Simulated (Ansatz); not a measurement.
# CHAlO (singlet): the correlation ladder, cc-pVDZ

One table from this session's results is given with a row withheld; the runs are named, their logs left out.

Computed with Ansatz 0.2.0, Gaussian basis. Level: cc-pVDZ, core rule «outside noble gas», up to 7 orbitals frozen.

To be run: UHF; CCSD(T) on RHF; CCSD(T) on UHF; BCCD(T) on RHF; CISD; CCSDT(Q) on RHF; CCSDT(Q) on UHF; CASSCF and MRCISD+Q, 8 electrons in 8 orbitals; CASSCF and NEVPT2, 8 electrons in 8 orbitals.

17 further runs of the same task are left out: 7 that didn't finish, 10 set aside as unsound or not needed.

### The system

The geometry is a PBE0/def2-TZVP stationary point (not a proven minimum).

4 atoms, charge 0, spin multiplicity 1.

Atoms are counted from 1 here; the program's logs count them from 0.

Bond lengths: Al1–C2 2.203 Å, Al1–H4 1.641 Å, C2–O3 1.130 Å. Angles: C2–Al1–H4 84.1°, Al1–C2–O3 160.0°.

The first run:

in.yaml reads:

```yaml
crystal:
  periodic: [false, false, false]
  atoms:
    - {symbol: Al, position_ang: [0.000000, -0.113080, 1.406118]}
    - {symbol: C, position_ang: [0.000000, 0.189159, -0.775794]}
    - {symbol: O, position_ang: [0.000000, -0.047504, -1.881062]}
    - {symbol: H, position_ang: [0.000000, 1.527034, 1.462841]}
basis:
  gaussian: {orbitals: cc-pVDZ}
magnetization: {spin_polarized: true, initial_magnetization: 0}
hamiltonian: {xc: hf}
output: {orbitals: {seedname: orbitals}}
```

Run with:

```bash
> ansatz run in.yaml --threads 1 --pin off --events-out ev --progress --plain --max-ram 2393MiB
```

Steps of the session up to this table: UHF; CCSD(T) on RHF; CCSD(T) on UHF; BCCD(T) on RHF; CISD; CCSDT(Q) on RHF; CCSDT(Q) on UHF; CASSCF and MRCISD+Q, 8 electrons in 8 orbitals; CASSCF and NEVPT2, 8 electrons in 8 orbitals.

One of the session's tables, all rows but one given; the rest of the session is left out.

```
           method  from RCCSDT(Q) (meV)
              RHF              +10707.4
              UHF                     ?
             RMP2               +1106.9
             UMP2               +1251.9
             CISD               +1569.1
            RCCSD                +455.3
            UCCSD                +463.3
         RCCSD(T)                 +66.4
         UCCSD(T)                 +70.6
          BCCD(T)                 +61.5
           RCCSDT                 +39.3
           UCCSDT                 +40.5
        RCCSDT(Q)                     0
        UCCSDT(Q)                  -0.2
  CASSCF frontier               +6553.8
  MRCISD frontier                +710.0
MRCISD+Q frontier                 +92.7
```

Q: Estimate the row for UHF from the others.

The run gave: from RCCSDT(Q) (meV): +10654.5. In the column «from RCCSDT(Q) (meV)» it lies between CASSCF frontier (+6553.8) and RHF (+10707.4).

Not comparable, so not listed: CASSCF and NEVPT2, 8 electrons in 8 orbitals (they don't share determinant, frozen orbitals or solution with the rows shown, or repeat one).

Limits of these values: Restricted and unrestricted rows rest on different reference determinants; where their highest levels disagree by more than a few hundredths of an eV, they describe different states and don't form one ladder. Warnings in the runs' records: passed over end.
